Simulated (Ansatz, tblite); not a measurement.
# The cluster NaLi₆+: one state, many levels

The task here is to estimate one member of a computed series from the others.

Method: as each input shows; program: Ansatz 0.2.0, Gaussian basis.

The runs, in order: GFN1-xTB, GFN2-xTB, PBE/def2-TZVP, r2SCAN/def2-TZVP, revPBE/def2-TZVP, HSE06/def2-TZVP, r2SCANh/def2-TZVP, ωB97M-V/def2-TZVP, r2SCAN0/def2-TZVP, LC-ωPBE/def2-TZVP, B2PLYP/def2-TZVP, PBE/def2-SVP, PBE0/def2-SVP, HF/STO-3G, HF/6-31G, B3LYP/6-31G, CCSD(T)/def2-TZVPP, MP2/def2-TZVP, RPA/def2-TZVP.

1 further run of the same task is left out (set aside as unsound or not needed). Runs told in other sessions of the task aren't counted.

## The structure

The geometry is that of the singlet, from an earlier relaxation (PBE/def2-TZVP). At that level it is the lowest of the isomers that a small search found.

7 atoms, charge 1, spin multiplicity 1.

Bond lengths: Li1–Li4 3.020 Å, Li1–Li5 3.019 Å, Li1–Na7 3.438 Å, Li2–Li4 3.030 Å, Li2–Li5 3.024 Å, Li3–Li4 3.031 Å, Li3–Li5 3.026 Å, Li4–Li5 2.546 Å, Li4–Li6 3.020 Å, Li4–Na7 3.270 Å, Li5–Li6 3.019 Å, Li5–Na7 3.272 Å, Li6–Na7 3.442 Å. Angles: Li4–Li1–Li5 49.9°, Li4–Li1–Na7 60.4°, Li5–Li1–Na7 60.5°, Li4–Li2–Li5 49.7°, Li4–Li3–Li5 49.7°, Li1–Li4–Li2 118.4°, Li1–Li4–Li3 63.2°, Li1–Li4–Li5 65.1°, Li1–Li4–Li6 120.5°, Li1–Li4–Na7 66.1°, Li2–Li4–Li3 64.5°, Li2–Li4–Li5 65.0°, Li2–Li4–Li6 63.2°, Li2–Li4–Na7 120.8°, Li3–Li4–Li5 65.0°, Li3–Li4–Li6 118.5°, Li3–Li4–Na7 120.7°, Li5–Li4–Li6 65.0° and more.

The ion is computed in the gas phase, without counter-ions or solvent.

PBE0/def2-TZVP was run before; its log isn't repeated, and its numbers join the tables.

The first run:

Tight binding, by tblite at 300 K electronic temperature and without a spin-polarisation term:

```python
tblite.interface.Calculator('GFN1-xTB', numbers, positions, charge=1, uhf=0).singlepoint()
```

Tight binding, by tblite at 300 K electronic temperature and without a spin-polarisation term:

```python
tblite.interface.Calculator('GFN2-xTB', numbers, positions, charge=1, uhf=0).singlepoint()
```

start.molden holds the orbitals of an earlier run on this state, given as this run's starting guess.

File in.yaml:

```yaml
crystal:
  periodic: [false, false, false]
  atoms:
    - {symbol: Li, position_ang: [1.223608, 2.440755, 0.086039]}
    - {symbol: Li, position_ang: [0.203586, -2.502242, -1.155496]}
    - {symbol: Li, position_ang: [2.225205, -0.023611, -1.640343]}
    - {symbol: Li, position_ang: [-0.707299, 0.382889, -0.989273]}
    - {symbol: Li, position_ang: [0.727183, -0.405975, 0.960737]}
    - {symbol: Li, position_ang: [-2.053644, -1.578639, 0.871151]}
    - {symbol: Na, position_ang: [-1.618639, 1.686813, 1.867174]}
basis:
  gaussian: {orbitals: def2-TZVP, initial_orbitals: start.molden}
total_charge: 1
hamiltonian: {xc: pbe}
scf: {omitted_lower_state_checks: [starts]}
output: {orbitals: {seedname: orbitals}}
```

Launch:

```bash
> ansatz run in.yaml --threads 4 --pin off --events-out ev --progress --plain --max-ram 3916MiB
```

Among the steps run: PBE/def2-TZVP; r2SCAN/def2-TZVP; revPBE/def2-TZVP; HSE06/def2-TZVP; r2SCANh/def2-TZVP; ωB97M-V/def2-TZVP; r2SCAN0/def2-TZVP; LC-ωPBE/def2-TZVP; B2PLYP/def2-TZVP; PBE/def2-SVP; PBE0/def2-SVP; HF/STO-3G; HF/6-31G; B3LYP/6-31G; CCSD(T)/def2-TZVPP; MP2/def2-TZVP; RPA/def2-TZVP.

One of the session's tables, all rows but one given; the rest of the session is left out.

It belongs to the step «Levels side by side». 

| level | HOMO (eV) | LUMO (eV) | gap (eV) |
| --- | --- | --- | --- |
| HF/STO-3G | -7.04 | -1.43 | 5.61 |
| HF/6-31G | -7.90 | -2.84 | 5.06 |
| PBE/def2-SVP | -6.55 | -5.43 | 1.12 |
| PBE/def2-TZVP | ? | ? | ? |
| revPBE/def2-TZVP | -6.60 | -5.47 | 1.13 |
| r2SCAN/def2-TZVP | -6.57 | -5.33 | 1.24 |
| r2SCANh/def2-TZVP | -6.77 | -5.14 | 1.63 |
| B3LYP/6-31G | -6.93 | -4.93 | 2.00 |
| PBE0/def2-SVP | -7.02 | -4.85 | 2.17 |
| PBE0/def2-TZVP | -7.12 | -4.95 | 2.17 |
| r2SCAN0/def2-TZVP | -7.07 | -4.87 | 2.20 |
| HSE06/def2-TZVP | -6.78 | -5.29 | 1.49 |
| LC-ωPBE/def2-TZVP | -8.62 | -3.41 | 5.21 |
| ωB97M-V/def2-TZVP | -8.33 | -3.65 | 4.69 |

Q: Estimate the row for PBE/def2-TZVP from the others.

The run gave: HOMO (eV): -6.64; LUMO (eV): -5.51; gap (eV): 1.13. In the column «HOMO (eV)» it lies between r2SCANh/def2-TZVP (-6.77) and revPBE/def2-TZVP (-6.60).
